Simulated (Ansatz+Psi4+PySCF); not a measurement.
## singlet HCl: levels of theory in one basis

```yaml
atoms:
  - { symbol: H, position_ang: [0.0000, 0.0000, -1.4444] }
  - { symbol: Cl, position_ang: [0.0000, 0.0000, 0.0850] }
```

Basis set: cc-pVTZ on H; cc-pV(T+d)Z on Cl (spherical functions). Frozen core: 5 orbitals. Charge 0, multiplicity 1.

Computed with Ansatz (development build ahead of 0.2.0) and Psi4 1.11; each method stands on the lowest determinant of its kind that the runs found.

```
     method  E − E(RHF) (eV)  <S²> of the determinant
        RHF             0.00                     0.00
    RHF-MP2            -5.61                        –
   RHF-CCSD            -6.20                        –
RHF-CCSD(T)            -6.44                        –
```

Caution: stretched shape with no unrestricted run beside it, a lower state can exist.
